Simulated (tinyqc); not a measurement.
RKS/PBE in the sto-3g basis, for H2O, spin multiplicity 1, step by step (part 1 of 2). Computed by tinyqc, a small Python program that keeps every step (integrals from PySCF). Settings: charge = 0, multiplicity = 1, basis = sto-3g, energy threshold = 1e-10, iteration cap = 57, orthogonalisation = canonical, start = random, DIIS depth = 0, method = RKS, functional = pbe,pbe, grid = [10, 26]. Command: `OMP_NUM_THREADS=1 python tinyqc.py 24773 24774 out.jsonl` (the two numbers bound the seeds that draw the settings). One thread of a shared host (Intel(R) Xeon(R) Processor @ 2.60GHz), about 0.6 s of CPU time with the checks. Later iterations appear only in the table of the cycle.

## One-electron integrals

Geometry (angstrom):
```
atom        x         y        z
O     0.00000   0.00000  0.00000
H     0.00000   0.94700  0.58800
H     0.00000  -0.94700  0.58800
```

Basis sto-3g: exponents (1/bohr^2) and contraction coefficients of normalised primitives:
```
element  l (shell)   exponent  coefficient
O            s (1)  130.70932      0.15433
O            s (1)   23.80886      0.53533
O            s (1)    6.44361      0.44463
O            s (2)    5.03315     -0.09997
O            s (2)    1.16960      0.39951
O            s (2)    0.38039      0.70012
O            p (3)    5.03315      0.15592
O            p (3)    1.16960      0.60768
O            p (3)    0.38039      0.39196
H            s (1)    3.42525      0.15433
H            s (1)    0.62391      0.53533
H            s (1)    0.16886      0.44463
```

Overlap, kinetic and nuclear-attraction integrals over the contracted functions; the nuclear repulsion is the sum of Za Zb / Rab.

nuclear repulsion = 7.8750241 hartree

overlap S, order 1O 1s, 1O 2s, 1O 2px, 1O 2py, 1O 2pz, 2H 1s, 3H 1s:
$$\begin{pmatrix}
1.00000 & 0.23670 & 0.00000 & 0.00000 & 0.00000 & 0.03709 & 0.03709 \\
0.23670 & 1.00000 & 0.00000 & 0.00000 & 0.00000 & 0.37763 & 0.37763 \\
0.00000 & 0.00000 & 1.00000 & 0.00000 & 0.00000 & 0.00000 & 0.00000 \\
0.00000 & 0.00000 & 0.00000 & 1.00000 & 0.00000 & 0.28462 & -0.28462 \\
0.00000 & 0.00000 & 0.00000 & 0.00000 & 1.00000 & 0.17672 & 0.17672 \\
0.03709 & 0.37763 & 0.00000 & 0.28462 & 0.17672 & 1.00000 & 0.14152 \\
0.03709 & 0.37763 & 0.00000 & -0.28462 & 0.17672 & 0.14152 & 1.00000
\end{pmatrix}$$

kinetic energy T (hartree), order 1O 1s, 1O 2s, 1O 2px, 1O 2py, 1O 2pz, 2H 1s, 3H 1s:
$$\begin{pmatrix}
29.00320 & -0.16801 & 0.00000 & 0.00000 & 0.00000 & -0.00862 & -0.00862 \\
-0.16801 & 0.80813 & 0.00000 & 0.00000 & 0.00000 & 0.06565 & 0.06565 \\
0.00000 & 0.00000 & 2.52873 & 0.00000 & 0.00000 & 0.00000 & 0.00000 \\
0.00000 & 0.00000 & 0.00000 & 2.52873 & 0.00000 & 0.15126 & -0.15126 \\
0.00000 & 0.00000 & 0.00000 & 0.00000 & 2.52873 & 0.09392 & 0.09392 \\
-0.00862 & 0.06565 & 0.00000 & 0.15126 & 0.09392 & 0.76003 & -0.00845 \\
-0.00862 & 0.06565 & 0.00000 & -0.15126 & 0.09392 & -0.00845 & 0.76003
\end{pmatrix}$$

nuclear attraction V (hartree), order 1O 1s, 1O 2s, 1O 2px, 1O 2py, 1O 2pz, 2H 1s, 3H 1s:
$$\begin{pmatrix}
-61.56791 & -7.40782 & 0.00000 & 0.00000 & -0.01208 & -1.18836 & -1.18836 \\
-7.40782 & -9.99692 & 0.00000 & 0.00000 & -0.14797 & -2.88839 & -2.88839 \\
0.00000 & 0.00000 & -9.86572 & 0.00000 & 0.00000 & 0.00000 & 0.00000 \\
0.00000 & 0.00000 & 0.00000 & -9.99127 & 0.00000 & -1.91837 & 1.91837 \\
-0.01208 & -0.14797 & 0.00000 & 0.00000 & -9.91412 & -1.22639 & -1.22639 \\
-1.18836 & -2.88839 & 0.00000 & -1.91837 & -1.22639 & -5.22935 & -0.84448 \\
-1.18836 & -2.88839 & 0.00000 & 1.91837 & -1.22639 & -0.84448 & -5.22935
\end{pmatrix}$$

core Hamiltonian H = T + V (hartree), order 1O 1s, 1O 2s, 1O 2px, 1O 2py, 1O 2pz, 2H 1s, 3H 1s:
$$\begin{pmatrix}
-32.56471 & -7.57583 & 0.00000 & 0.00000 & -0.01208 & -1.19698 & -1.19698 \\
-7.57583 & -9.18880 & 0.00000 & 0.00000 & -0.14797 & -2.82273 & -2.82273 \\
0.00000 & 0.00000 & -7.33698 & 0.00000 & 0.00000 & 0.00000 & 0.00000 \\
0.00000 & 0.00000 & 0.00000 & -7.46253 & 0.00000 & -1.76711 & 1.76711 \\
-0.01208 & -0.14797 & 0.00000 & 0.00000 & -7.38539 & -1.13247 & -1.13247 \\
-1.19698 & -2.82273 & 0.00000 & -1.76711 & -1.13247 & -4.46932 & -0.85293 \\
-1.19698 & -2.82273 & 0.00000 & 1.76711 & -1.13247 & -0.85293 & -4.46932
\end{pmatrix}$$

## Two-electron integrals

Functions are numbered as in S; the eight-fold symmetry (ij|kl) = (ji|kl) = (kl|ij) leaves the list below.

Two-electron integrals (ij|kl) in chemists' order, unique and non-zero (hartree):
```
(11|11) 4.78507    (21|11) 0.74138    (21|21) 0.13687    (22|11) 1.11895
(22|21) 0.25663    (22|22) 0.81721    (31|31) 0.02448    (32|31) 0.03781
(32|32) 0.18052    (33|11) 1.11581    (33|21) 0.25668    (33|22) 0.81702
(33|33) 0.88016    (41|41) 0.02448    (42|41) 0.03781    (42|42) 0.18052
(43|43) 0.04744    (44|11) 1.11581    (44|21) 0.25668    (44|22) 0.81702
(44|33) 0.78527    (44|44) 0.88016    (51|51) 0.02448    (52|51) 0.03781
(52|52) 0.18052    (53|53) 0.04744    (54|54) 0.04744    (55|11) 1.11581
(55|21) 0.25668    (55|22) 0.81702    (55|33) 0.78527    (55|44) 0.78527
(55|55) 0.88016    (61|11) 0.11757    (61|21) 0.02154    (61|22) 0.04018
(61|33) 0.04010    (61|41) 0.00084    (61|42) 0.00158    (61|44) 0.04028
(61|51) 0.00052    (61|52) 0.00098    (61|54) 0.00011    (61|55) 0.04017
(61|61) 0.00343    (62|11) 0.30505    (62|21) 0.07092    (62|22) 0.25238
(62|33) 0.24795    (62|41) 0.00453    (62|42) 0.03558    (62|44) 0.25737
(62|51) 0.00281    (62|52) 0.02209    (62|54) 0.00585    (62|55) 0.25158
(62|61) 0.01140    (62|62) 0.09901    (63|31) 0.00719    (63|32) 0.04268
(63|43) 0.00726    (63|53) 0.00451    (63|63) 0.01363    (64|11) 0.19352
(64|21) 0.04555    (64|22) 0.17305    (64|33) 0.16532    (64|41) 0.00972
(64|42) 0.06560    (64|44) 0.18595    (64|51) 0.00157    (64|52) 0.01423
(64|54) 0.00830    (64|55) 0.16767    (64|61) 0.00762    (64|62) 0.08250
(64|64) 0.08159    (65|11) 0.12016    (65|21) 0.02828    (65|22) 0.10745
(65|33) 0.10265    (65|41) 0.00157    (65|42) 0.01423    (65|44) 0.10644
(65|51) 0.00816    (65|52) 0.05152    (65|54) 0.00962    (65|55) 0.11313
(65|61) 0.00473    (65|62) 0.05123    (65|64) 0.04220    (65|65) 0.03983
(66|11) 0.46509    (66|21) 0.10987    (66|22) 0.44998    (66|33) 0.43235
(66|41) 0.00857    (66|42) 0.09441    (66|44) 0.47011    (66|51) 0.00532
(66|52) 0.05862    (66|54) 0.02345    (66|55) 0.44691    (66|61) 0.01778
(66|62) 0.22884    (66|64) 0.21761    (66|65) 0.13511    (66|66) 0.77461
(71|11) 0.11757    (71|21) 0.02154    (71|22) 0.04018    (71|33) 0.04010
(71|41) -0.00084   (71|42) -0.00158   (71|44) 0.04028    (71|51) 0.00052
(71|52) 0.00098    (71|54) -0.00011   (71|55) 0.04017    (71|61) 0.00337
(71|62) 0.01098    (71|64) 0.00676    (71|65) 0.00457    (71|66) 0.01697
(71|71) 0.00343    (72|11) 0.30505    (72|21) 0.07092    (72|22) 0.25238
(72|33) 0.24795    (72|41) -0.00453   (72|42) -0.03558   (72|44) 0.25737
(72|51) 0.00281    (72|52) 0.02209    (72|54) -0.00585   (72|55) 0.25158
(72|61) 0.01098    (72|62) 0.07660    (72|64) 0.04469    (72|65) 0.03839
(72|66) 0.14060    (72|71) 0.01140    (72|72) 0.09901    (73|31) 0.00719
(73|32) 0.04268    (73|43) -0.00726   (73|53) 0.00451    (73|63) 0.01008
(73|73) 0.01363    (74|11) -0.19352   (74|21) -0.04555   (74|22) -0.17305
(74|33) -0.16532   (74|41) 0.00972    (74|42) 0.06560    (74|44) -0.18595
(74|51) -0.00157   (74|52) -0.01423   (74|54) 0.00830    (74|55) -0.16767
(74|61) -0.00676   (74|62) -0.04469   (74|64) -0.01658   (74|65) -0.02198
(74|66) -0.07555   (74|71) -0.00762   (74|72) -0.08250   (74|74) 0.08159
(75|11) 0.12016    (75|21) 0.02828    (75|22) 0.10745    (75|33) 0.10265
(75|41) -0.00157   (75|42) -0.01423   (75|44) 0.10644    (75|51) 0.00816
(75|52) 0.05152    (75|54) -0.00962   (75|55) 0.11313    (75|61) 0.00457
(75|62) 0.03839    (75|64) 0.02198    (75|65) 0.02903    (75|66) 0.07650
(75|71) 0.00473    (75|72) 0.05123    (75|74) -0.04220   (75|75) 0.03983
(76|11) 0.08516    (76|21) 0.01996    (76|22) 0.07662    (76|33) 0.07501
(76|44) 0.07682    (76|51) 0.00127    (76|52) 0.01173    (76|55) 0.07794
(76|61) 0.00316    (76|62) 0.02897    (76|64) 0.02109    (76|65) 0.01689
(76|66) 0.06816    (76|71) 0.00316    (76|72) 0.02897    (76|74) -0.02109
(76|75) 0.01689    (76|76) 0.01051    (77|11) 0.46509    (77|21) 0.10987
(77|22) 0.44998    (77|33) 0.43235    (77|41) -0.00857   (77|42) -0.09441
(77|44) 0.47011    (77|51) 0.00532    (77|52) 0.05862    (77|54) -0.02345
(77|55) 0.44691    (77|61) 0.01697    (77|62) 0.14060    (77|64) 0.07555
(77|65) 0.07650    (77|66) 0.27800    (77|71) 0.01778    (77|72) 0.22884
(77|74) -0.21761   (77|75) 0.13511    (77|76) 0.06816    (77|77) 0.77461
```

## Orthogonalisation

S = U s U^T; canonical form X = U s^(-1/2), so that X^T S X = 1. Each column of U has its largest component positive (the first on a tie).

eigenvalues of S: [0.44591, 0.52056, 0.89694, 1.00000, 1.08600, 1.33792, 1.71266]

X, order 1O 1s, 1O 2s, 1O 2px, 1O 2py, 1O 2pz, 2H 1s, 3H 1s:
$$\begin{pmatrix}
-0.35819 & 0.00000 & 0.72984 & 0.00000 & -0.60665 & 0.00000 & 0.19532 \\
1.04308 & 0.00000 & -0.25707 & 0.00000 & -0.27034 & 0.00000 & 0.46868 \\
0.00000 & 0.00000 & 0.00000 & 1.00000 & 0.00000 & 0.00000 & 0.00000 \\
0.00000 & 0.89118 & 0.00000 & 0.00000 & 0.00000 & 0.66213 & 0.00000 \\
0.41653 & 0.00000 & 0.66418 & 0.00000 & 0.65492 & 0.00000 & 0.18897 \\
-0.65299 & -0.75060 & -0.19366 & 0.00000 & 0.15935 & 0.39307 & 0.38103 \\
-0.65299 & 0.75060 & -0.19366 & 0.00000 & 0.15935 & -0.39307 & 0.38103
\end{pmatrix}$$

## Starting guess

The start is random orthonormal orbitals; D = 2 C_occ C_occ^T.

D at the start, order 1O 1s, 1O 2s, 1O 2px, 1O 2py, 1O 2pz, 2H 1s, 3H 1s:
$$\begin{pmatrix}
2.08950 & -0.50626 & 0.03868 & -0.08616 & 0.21121 & 0.03352 & -0.06154 \\
-0.50626 & 2.11273 & -0.52608 & -0.22271 & -0.18100 & 0.22739 & -0.85547 \\
0.03868 & -0.52608 & 1.61187 & -0.27190 & -0.15934 & 0.88104 & -0.10113 \\
-0.08616 & -0.22271 & -0.27190 & 1.96139 & 0.56633 & -0.25347 & 0.15928 \\
0.21121 & -0.18100 & -0.15934 & 0.56633 & 0.62634 & 0.02870 & 0.78035 \\
0.03352 & 0.22739 & 0.88104 & -0.25347 & 0.02870 & 0.69571 & -0.03733 \\
-0.06154 & -0.85547 & -0.10113 & 0.15928 & 0.78035 & -0.03733 & 1.57814
\end{pmatrix}$$

## Iteration 1: exchange-correlation on the grid

Becke grid with 10 radial and 26 angular points per atom, points of zero weight dropped. rho = sum D_ij phi_i phi_j; V_xc,ij = sum w v_xc phi_i phi_j plus the gradient terms; v_xc is d(rho eps)/d rho at fixed gradient.

The 16 grid points with the largest w rho, of 776 (bohr, atomic units):
```
x                y         z        w      rho  |grad rho|^2    eps_xc      v_xc
-1.19069   0.00000   0.00000  0.54290  0.33882       0.94437  -0.59309  -0.72101
0.00000   -0.84195  -0.84195  0.43290  0.32809       0.91924  -0.58842  -0.71159
0.00000   -1.19069   0.00000  0.41664  0.33864       0.85797  -0.59097  -0.72453
-0.84195   0.84195   0.00000  0.41142  0.33450       0.98034  -0.59236  -0.71528
-0.84195  -0.84195   0.00000  0.41142  0.32876       0.87521  -0.58754  -0.71423
0.00000    1.19069   0.00000  0.41664  0.30383       0.66729  -0.57177  -0.69954
1.19069    0.00000   0.00000  0.54290  0.22976       0.39451  -0.52783  -0.63461
0.00000   -0.66324   0.00000  0.11102  1.10996       4.05742  -0.83877  -1.09375
0.84195   -0.84195   0.00000  0.41142  0.29848       0.73375  -0.57164  -0.69029
-0.66324   0.00000   0.00000  0.11166  1.09378       2.82470  -0.83402  -1.09127
-0.84195   0.00000   0.84195  0.42907  0.27726       0.61941  -0.55905  -0.67389
-0.68745  -0.68745  -0.68745  0.36571  0.31973       0.86381  -0.58378  -0.70574
0.68745   -0.68745  -0.68745  0.36571  0.31327       0.82254  -0.58013  -0.70113
-0.84195   0.00000  -0.84195  0.43459  0.25499       0.56048  -0.54739  -0.65202
0.00000    0.66324   0.00000  0.11102  0.92645       2.62030  -0.79250  -1.03280
0.84195    0.84195   0.00000  0.41142  0.24271       0.37700  -0.53310  -0.65231
```

electrons on the grid, sum of w rho = 9.97317

E_xc = sum of w rho eps_xc = -9.0865217 hartree

V_xc (hartree), order 1O 1s, 1O 2s, 1O 2px, 1O 2py, 1O 2pz, 2H 1s, 3H 1s:
$$\begin{pmatrix}
-2.98805 & -0.41336 & 0.00462 & 0.00452 & -0.00341 & -0.06619 & -0.06641 \\
-0.41336 & -0.77950 & 0.02611 & 0.01637 & -0.01115 & -0.23151 & -0.24054 \\
0.00462 & 0.02611 & -0.78308 & 0.00677 & 0.00442 & 0.00434 & 0.00505 \\
0.00452 & 0.01637 & 0.00677 & -0.80473 & -0.02287 & -0.16034 & 0.17542 \\
-0.00341 & -0.01115 & 0.00442 & -0.02287 & -0.74237 & -0.10299 & -0.10570 \\
-0.06619 & -0.23151 & 0.00434 & -0.16034 & -0.10299 & -0.43974 & -0.06768 \\
-0.06641 & -0.24054 & 0.00505 & 0.17542 & -0.10570 & -0.06768 & -0.51826
\end{pmatrix}$$

## Iteration 1: building the Kohn-Sham matrix

J_ij = sum D_kl (ij|kl); F = H + J + V_xc; E = tr D H + tr D J / 2 + E_xc + E_nn.

Coulomb J (hartree), order 1O 1s, 1O 2s, 1O 2px, 1O 2py, 1O 2pz, 2H 1s, 3H 1s:
$$\begin{pmatrix}
16.99383 & 3.19690 & -0.02668 & -0.02285 & 0.01701 & 0.50318 & 0.50485 \\
3.19690 & 7.96509 & -0.12044 & -0.12663 & 0.12685 & 2.44312 & 2.51880 \\
-0.02668 & -0.12044 & 7.94193 & -0.01153 & -0.00809 & -0.02776 & -0.02684 \\
-0.02285 & -0.12663 & -0.01153 & 8.03808 & 0.02971 & 1.65393 & -1.78285 \\
0.01701 & 0.12685 & -0.00809 & 0.02971 & 7.89175 & 1.07364 & 1.10900 \\
0.50318 & 2.44312 & -0.02776 & 1.65393 & 1.07364 & 4.50212 & 0.76383 \\
0.50485 & 2.51880 & -0.02684 & -1.78285 & 1.10900 & 0.76383 & 4.89790
\end{pmatrix}$$

Kohn-Sham matrix F (hartree), order 1O 1s, 1O 2s, 1O 2px, 1O 2py, 1O 2pz, 2H 1s, 3H 1s:
$$\begin{pmatrix}
-18.55893 & -4.79229 & -0.02206 & -0.01833 & 0.00152 & -0.75999 & -0.75854 \\
-4.79229 & -2.00321 & -0.09433 & -0.11026 & -0.03228 & -0.61113 & -0.54447 \\
-0.02206 & -0.09433 & -0.17813 & -0.00476 & -0.00367 & -0.02342 & -0.02179 \\
-0.01833 & -0.11026 & -0.00476 & -0.22918 & 0.00684 & -0.27353 & 0.15968 \\
0.00152 & -0.03228 & -0.00367 & 0.00684 & -0.23601 & -0.16182 & -0.12917 \\
-0.75999 & -0.61113 & -0.02342 & -0.27353 & -0.16182 & -0.40695 & -0.15678 \\
-0.75854 & -0.54447 & -0.02179 & 0.15968 & -0.12917 & -0.15678 & -0.08967
\end{pmatrix}$$

total energy of this density = -73.5388993 hartree

## Iteration 1: diagonalisation and new density

Diagonalise F' = X^T F X, C = X C', fill 5 alpha and 5 beta electrons from the bottom; D = 2 C_occ C_occ^T. Each column has its largest component positive (the first on a tie).

F' = X^T F X (hartree):
$$\begin{pmatrix}
-0.37239 & -0.12135 & 1.92021 & -0.06250 & -1.70451 & 0.02827 & 0.60264 \\
-0.12135 & 0.29440 & -0.00487 & -0.00302 & 0.06412 & -0.01767 & 0.03228 \\
1.92021 & -0.00487 & -7.95276 & 0.01447 & 7.84772 & 0.04946 & -3.99058 \\
-0.06250 & -0.00302 & 0.01447 & -0.17813 & 0.02928 & -0.00379 & -0.06644 \\
-1.70451 & 0.06412 & 7.84772 & 0.02928 & -8.32767 & -0.00280 & 4.23699 \\
0.02827 & -0.01767 & 0.04946 & -0.00379 & -0.00280 & -0.35426 & -0.12679 \\
0.60264 & 0.03228 & -3.99058 & -0.06644 & 4.23699 & -0.12679 & -2.83779
\end{pmatrix}$$

orbital energies (hartree): MO1 -18.56944, MO2 -0.86848, MO3 -0.35231, MO4 -0.27861, MO5 -0.16633, MO6 0.12571, MO7 0.38088

coefficients C, order 1O 1s, 1O 2s, 1O 2px, 1O 2py, 1O 2pz, 2H 1s, 3H 1s:
$$\begin{pmatrix}
0.99345 & -0.24040 & 0.08510 & 0.03327 & 0.03281 & 0.08799 & 0.07241 \\
0.02819 & 0.88838 & -0.38615 & -0.19313 & -0.11864 & -0.52977 & -0.41915 \\
0.00132 & 0.12298 & -0.12974 & -0.06762 & 0.97763 & 0.08220 & 0.03081 \\
0.00134 & 0.16140 & 0.54614 & -0.34780 & 0.05328 & -0.55722 & 0.68847 \\
0.00189 & 0.04537 & 0.21556 & 0.80847 & 0.13262 & -0.55321 & -0.23123 \\
-0.00601 & 0.18598 & 0.56387 & 0.15663 & -0.01140 & 0.96116 & -0.22653 \\
-0.00526 & 0.05102 & -0.21321 & 0.26224 & -0.07088 & 0.24004 & 1.08299
\end{pmatrix}$$

D after iteration 1, order 1O 1s, 1O 2s, 1O 2px, 1O 2py, 1O 2pz, 2H 1s, 3H 1s:
$$\begin{pmatrix}
2.10832 & -0.45747 & -0.01893 & -0.00164 & 0.08114 & 0.00428 & -0.05846 \\
-0.45747 & 1.98099 & 0.11292 & -0.01326 & -0.42950 & -0.16317 & 0.17054 \\
-0.01893 & 0.11292 & 1.98459 & 0.04919 & 0.10520 & -0.14406 & -0.10619 \\
-0.00164 & -0.01326 & 0.04919 & 0.89625 & -0.29814 & 0.56576 & -0.40641 \\
0.08114 & -0.42950 & 0.10520 & -0.29814 & 1.43949 & 0.51020 & 0.31793 \\
0.00428 & -0.16317 & -0.14406 & 0.56576 & 0.51020 & 0.75449 & -0.13764 \\
-0.05846 & 0.17054 & -0.10619 & -0.40641 & 0.31793 & -0.13764 & 0.24377
\end{pmatrix}$$

## Iteration 2: exchange-correlation on the grid

As before.

The 16 grid points with the largest w rho, of 776 (bohr, atomic units):
```
x                y         z        w      rho  |grad rho|^2    eps_xc      v_xc
1.19069    0.00000   0.00000  0.54290  0.34336       0.92819  -0.59443  -0.72601
-1.19069   0.00000   0.00000  0.54290  0.32444       0.80894  -0.58414  -0.71303
0.00000    0.00000  -1.19069  0.54324  0.31312       0.78883  -0.57911  -0.70266
-0.84195   0.00000  -0.84195  0.43459  0.33696       0.89845  -0.59128  -0.72118
0.84195    0.00000  -0.84195  0.43459  0.32694       0.85886  -0.58642  -0.71318
0.00000    0.00000   1.19069  0.52323  0.25719       0.40737  -0.54156  -0.66655
0.00000    0.84195  -0.84195  0.43290  0.30496       0.73631  -0.57432  -0.69697
0.84195    0.00000   0.84195  0.42907  0.30143       0.66461  -0.57068  -0.69722
0.84195    0.84195   0.00000  0.41142  0.29720       0.63529  -0.56799  -0.69449
0.66324    0.00000   0.00000  0.11166  1.08894       2.99533  -0.83300  -1.08928
-0.84195  -0.84195   0.00000  0.41142  0.28809       0.57747  -0.56218  -0.68837
0.84195   -0.84195   0.00000  0.41142  0.28528       0.59745  -0.56164  -0.68412
0.68745    0.68745  -0.68745  0.36571  0.32018       0.81597  -0.58264  -0.70847
-0.68745   0.68745  -0.68745  0.36571  0.31813       0.79463  -0.58125  -0.70745
-0.84195   0.00000   0.84195  0.42907  0.26811       0.49480  -0.55026  -0.67214
-0.84195   0.84195   0.00000  0.41142  0.27796       0.51947  -0.55566  -0.68127
```

electrons on the grid, sum of w rho = 9.97960

E_xc = sum of w rho eps_xc = -9.2811229 hartree

V_xc (hartree), order 1O 1s, 1O 2s, 1O 2px, 1O 2py, 1O 2pz, 2H 1s, 3H 1s:
$$\begin{pmatrix}
-3.00277 & -0.41661 & -0.00060 & -0.00005 & 0.00235 & -0.06657 & -0.06664 \\
-0.41661 & -0.80207 & -0.00377 & -0.00266 & 0.00475 & -0.24033 & -0.23406 \\
-0.00060 & -0.00377 & -0.81328 & -0.00210 & -0.00384 & -0.00098 & -0.00048 \\
-0.00005 & -0.00266 & -0.00210 & -0.78645 & 0.01076 & -0.16727 & 0.15784 \\
0.00235 & 0.00475 & -0.00384 & 0.01076 & -0.79847 & -0.10408 & -0.10094 \\
-0.06657 & -0.24033 & -0.00098 & -0.16727 & -0.10408 & -0.47135 & -0.06683 \\
-0.06664 & -0.23406 & -0.00048 & 0.15784 & -0.10094 & -0.06683 & -0.40310
\end{pmatrix}$$

## Iteration 2: building the Kohn-Sham matrix

As before.

Coulomb J (hartree), order 1O 1s, 1O 2s, 1O 2px, 1O 2py, 1O 2pz, 2H 1s, 3H 1s:
$$\begin{pmatrix}
17.45531 & 3.29349 & 0.00402 & 0.00408 & -0.00697 & 0.51859 & 0.51833 \\
3.29349 & 8.21487 & 0.01798 & 0.04614 & 0.01956 & 2.53809 & 2.49983 \\
0.00402 & 0.01798 & 8.21880 & 0.00412 & 0.00773 & 0.00496 & 0.00380 \\
0.00408 & 0.04614 & 0.00412 & 8.19925 & -0.01386 & 1.75376 & -1.69129 \\
-0.00697 & 0.01956 & 0.00773 & -0.01386 & 8.20278 & 1.08975 & 1.07000 \\
0.51859 & 2.53809 & 0.00496 & 1.75376 & 1.08975 & 4.72718 & 0.76731 \\
0.51833 & 2.49983 & 0.00380 & -1.69129 & 1.07000 & 0.76731 & 4.49755
\end{pmatrix}$$

Kohn-Sham matrix F (hartree), order 1O 1s, 1O 2s, 1O 2px, 1O 2py, 1O 2pz, 2H 1s, 3H 1s:
$$\begin{pmatrix}
-18.11218 & -4.69894 & 0.00342 & 0.00403 & -0.01670 & -0.74496 & -0.74530 \\
-4.69894 & -1.77600 & 0.01421 & 0.04348 & -0.12366 & -0.52497 & -0.55696 \\
0.00342 & 0.01421 & 0.06853 & 0.00201 & 0.00389 & 0.00398 & 0.00332 \\
0.00403 & 0.04348 & 0.00201 & -0.04974 & -0.00310 & -0.18062 & 0.23367 \\
-0.01670 & -0.12366 & 0.00389 & -0.00310 & 0.01892 & -0.14679 & -0.16340 \\
-0.74496 & -0.52497 & 0.00398 & -0.18062 & -0.14679 & -0.21349 & -0.15245 \\
-0.74530 & -0.55696 & 0.00332 & 0.23367 & -0.16340 & -0.15245 & -0.37486
\end{pmatrix}$$

total energy of this density = -74.9932529 hartree
